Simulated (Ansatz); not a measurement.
Start from `[OH][MgH]` and change one atom or group to get `[OH][Mg][OH]`.

Ansatz, PBE0-D4/def2-TZVP geometries, multiplicity 1. Each molecule was computed in one conformer, which needn't be the lowest.

```tsv
property	`[OH][MgH]`
size of the dipole moment (ωB97M-V/def2-TZVPP) / D	0.67
HOMO–LUMO gap (B3LYP/def2-TZVPP) / eV	6.82
size of the dipole moment (PBE/def2-TZVPP) / D	0.60
LUMO energy (B3LYP/def2-TZVPP) / eV	-0.88
LUMO energy (ωB97M-V/def2-TZVPP) / eV	0.71
LUMO energy (PBE0/def2-TZVPP) / eV	-0.57
```

(1) What does the change do to each property? (Estimate.)

Answers

(1) The calculation gave: 
```json
{"property": "size of the dipole moment (ωB97M-V/def2-TZVPP) / D", "`[OH][Mg][OH]`": "0.06", "shift": "-0.61"}
{"property": "HOMO–LUMO gap (B3LYP/def2-TZVPP) / eV", "`[OH][Mg][OH]`": "6.26", "shift": "-0.56"}
{"property": "size of the dipole moment (PBE/def2-TZVPP) / D", "`[OH][Mg][OH]`": "0.05", "shift": "-0.55"}
{"property": "LUMO energy (B3LYP/def2-TZVPP) / eV", "`[OH][Mg][OH]`": "-1.39", "shift": "-0.51"}
{"property": "LUMO energy (ωB97M-V/def2-TZVPP) / eV", "`[OH][Mg][OH]`": "0.21", "shift": "-0.50"}
{"property": "LUMO energy (PBE0/def2-TZVPP) / eV", "`[OH][Mg][OH]`": "-1.04", "shift": "-0.47"}
```

With PBE0 the HOMO rises by 0.05 eV and the LUMO falls by 0.47 eV, so the gap narrows by about 0.52 eV. PBE moves the HOMO by 0.06 eV and ωB97M-V by -0.24 eV. The zero-point energy changes by 17.7 kJ/mol with +2 modes. Dipoles are sizes alone; their direction can turn.

B3LYP here is the variant with VWN-RPA as its local correlation; programs differ in this.
